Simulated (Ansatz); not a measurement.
CH6NSi, SMILES C[N][SiH3], harmonic frequencies at the relaxed geometry

Program: Ansatz's Python interface.

The script, `ch6nsi.py`:
```python
# -*- coding: utf-8 -*-
"""Harmonic frequencies of CH6NSi at its relaxed geometry."""

import itertools

import ansatz
from ase.data import atomic_numbers, covalent_radii
import numpy as np


def main():
    molecule = (
        ansatz.Crystal.molecule()
        .atom("C", (-0.5745, 0.8435, -0.8022))
        .atom("N", (-0.5894, 0.4719, 0.5801))
        .atom("Si", (0.5018, -0.84, 0.8732))
        .atom("H", (0.4126, 1.2788, -1.1866))
        .atom("H", (-1.3352, 1.7037, -0.964))
        .atom("H", (-0.9543, 0.1109, -1.4977))
        .atom("H", (1.9403, -0.4256, 0.5235))
        .atom("H", (0.1825, -2.0164, 0.084))
        .atom("H", (0.5047, -1.1728, 2.3727))
    )

    calculation = (
        molecule.calculation()
        .basis(gaussian="cc-pVDZ")
        .functional("HF")
        .spin("collinear", total=1)
    )
    symbols = [site.symbol for site in molecule.cartesian_sites]
    start = np.array([site.position_ang for site in molecule.cartesian_sites], dtype=float)
    report = calculation.relax(force_tolerance=0.003).run(threads=1).report
    end = np.array(report["positions_ang"])

    # pairs closer than 1.2 times the sum of covalent radii, before or after
    radius = [covalent_radii[atomic_numbers[s]] for s in symbols]
    span = lambda where, i, j: np.linalg.norm(where[i] - where[j])
    bonded = [(i, j) for i, j in itertools.combinations(range(len(symbols)), 2) if min(span(start, i, j), span(end, i, j)) < 1.2 * (radius[i] + radius[j])]
    print("pair        before    after (A)")
    for i, j in bonded:
        print(f"{symbols[i]}{i}-{symbols[j]}{j}".ljust(10), f"{span(start, i, j):8.4f} {span(end, i, j):8.4f}")
    for first, second in list(itertools.combinations(bonded, 2)):
        shared = set(first) & set(second)
        if shared and symbols[(j := shared.pop())] != "H":
            i, k = sorted((set(first) | set(second)) - {j})
            u, v = end[i] - end[j], end[k] - end[j]
            angle = np.degrees(np.arccos(np.clip(u @ v / np.linalg.norm(u) / np.linalg.norm(v), -1, 1)))
            print(f"final angle {symbols[i]}{i}-{symbols[j]}{j}-{symbols[k]}{k}: {angle:.2f} deg")

    # same settings at the minimum
    minimum = ansatz.Crystal.molecule()
    for symbol, place in zip(symbols, end):
        minimum = minimum.atom(symbol, place.tolist())
    vibrating = (
        minimum.calculation()
        .basis(gaussian="cc-pVDZ")
        .functional("HF")
        .spin("collinear", total=1)
        .phonons(temperatures=(200, 600, 100))
    )
    vib = vibrating.run(threads=1).report["vibrations"]
    sums = vib["harmonic_sums"]
    modes = [m["omega_inv_cm"] for m in sums["modes_at_gamma"] if m["rigid_motion"] == "no"]
    for number, w in enumerate(modes, start=1):
        print(f"mode {number:2d} {w:9.1f} 1/cm {w / 8065.544 * 1000:8.2f} meV")
    print("imaginary modes:", sum(w < 0 for w in modes), " zero-point energy:", round(sums["zero_point_energy_ev"], 4), "eV")
    print("T (K)   F_vib (eV)   S_vib (meV/K)   C_vib (meV/K)")
    for row in zip(sums["temperatures_k"], sums["vibrational_free_energy_ev"], vib["entropy_ev_per_k"], vib["heat_capacity_ev_per_k"]):
        print(f"{row[0]:6.1f} {row[1]:11.4f} {1000 * row[2]:13.4f} {1000 * row[3]:15.4f}")


if __name__ == "__main__":
    main()
```

```console
$ python ch6nsi.py
pair        before    after (A)
C0-N1        1.4315   1.4412
C0-H3        1.1453   1.0969
C0-H4        1.1596   1.0913
C0-H5        1.0792   1.0968
N1-Si2       1.7314   1.7744
Si2-H6       1.5373   1.4898
Si2-H7       1.4521   1.4898
Si2-H8       1.5360   1.4811
final angle N1-C0-H3: 110.85 deg
final angle N1-C0-H4: 110.96 deg
final angle N1-C0-H5: 111.37 deg
final angle C0-N1-Si2: 119.67 deg
final angle H3-C0-H4: 108.25 deg
final angle H3-C0-H5: 106.89 deg
final angle H4-C0-H5: 108.36 deg
final angle N1-Si2-H6: 109.79 deg
final angle N1-Si2-H7: 109.86 deg
final angle N1-Si2-H8: 108.87 deg
final angle H6-Si2-H7: 109.08 deg
final angle H6-Si2-H8: 109.61 deg
final angle H7-Si2-H8: 109.62 deg
RunWarning: phonons: modes at or below zero, which the zero-point energy, F, S and C_V leave out: 1, the lowest at -48.00 cm⁻¹. A minimum has none, and a first-order saddle one
mode  1     -48.0 1/cm    -5.95 meV
mode  2      25.8 1/cm     3.20 meV
mode  3     252.7 1/cm    31.33 meV
mode  4     613.5 1/cm    76.07 meV
mode  5     712.4 1/cm    88.33 meV
mode  6     751.6 1/cm    93.18 meV
mode  7    1009.2 1/cm   125.12 meV
mode  8    1018.3 1/cm   126.25 meV
mode  9    1031.5 1/cm   127.89 meV
mode 10    1033.3 1/cm   128.11 meV
mode 11    1161.8 1/cm   144.04 meV
mode 12    1269.1 1/cm   157.35 meV
mode 13    1518.0 1/cm   188.21 meV
mode 14    1586.3 1/cm   196.67 meV
mode 15    1601.5 1/cm   198.56 meV
mode 16    2286.1 1/cm   283.44 meV
mode 17    2292.8 1/cm   284.27 meV
mode 18    2337.5 1/cm   289.81 meV
mode 19    3131.0 1/cm   388.19 meV
mode 20    3189.0 1/cm   395.39 meV
mode 21    3238.7 1/cm   401.55 meV
imaginary modes: 1  zero-point energy: 1.8635 eV
T (K)   F_vib (eV)   S_vib (meV/K)   C_vib (meV/K)
 200.0      1.8294        0.2906          0.2122
 300.0      1.7948        0.4037          0.3621
 400.0      1.7482        0.5304          0.5257
 500.0      1.6885        0.6641          0.6758
 600.0      1.6153        0.7992          0.8066
```
(Warnings from the package without file and line.)

What to keep in mind:
- The frequencies are harmonic and unscaled, in a modest basis.
- The run takes the species as open-shell (spin multiplicity 2), which needn't be its ground state.
- Timing: 81 s on 1 thread of Arm Neoverse V1, on a shared host, peak memory 0.23 GiB.
